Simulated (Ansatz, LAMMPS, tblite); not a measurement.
**Wurtzite ZnO, bulk modulus**

Reference value: 143 GPa (measured, temperature not stated, not corrected to a static lattice; as tabulated in Toher et al. (2017), arXiv:1611.05714).

| level (code) | value (GPa) | cell (Å³/atom) |
|---|---|---|
| ionic model lewis1985a (rigid ions, LAMMPS) | 142 | 11.73 |
| IPEA1-xTB (tblite) | (withheld) | 11.10 |
| LDA (Ansatz) | 162 | 11.33 |
| PBE (Ansatz) | 129 | 12.32 |
| r²SCAN (Ansatz) | 150 | 11.81 |

Q: What belongs in the gaps?

A: 
- IPEA1-xTB (tblite), value (GPa): 125

Differences against the reference: ionic model lewis1985a -0.7 %, IPEA1-xTB -12.6 %, LDA +13.3 %, PBE -9.8 %, r²SCAN +4.9 %.

Leaving aside ionic model lewis1985a, IPEA1-xTB, which can be fitted to such values or carry a doubt: The reference's temperature isn't stated, so close values are not ranked against it.

The reference has no zero-point or thermal correction, while the calculations are for a static lattice, so the differences are not the levels' errors alone. A static lattice is as a rule stiffer than a warm one, by over a tenth in soft solids.  IPEA1-xTB: this parameter set was refitted to ionisation energies, not structures. IPEA1-xTB: the run uses a supercell at the zone centre in place of a k mesh. Each level is taken at its own relaxed cell. Cutoffs differ between the levels. Ansatz's density-functional and Hartree–Fock values are scalar-relativistic unless marked +SOC, with PAW data made under PBE.

Empirical potentials (ionic model lewis1985a) are fitted to chosen data, which need not cover the solid at hand: agreement can be built in, and what lay outside the fit can be far off.

Differences are worked out from the printed values.

Ansatz is a quantum-chemistry and plane-wave program.
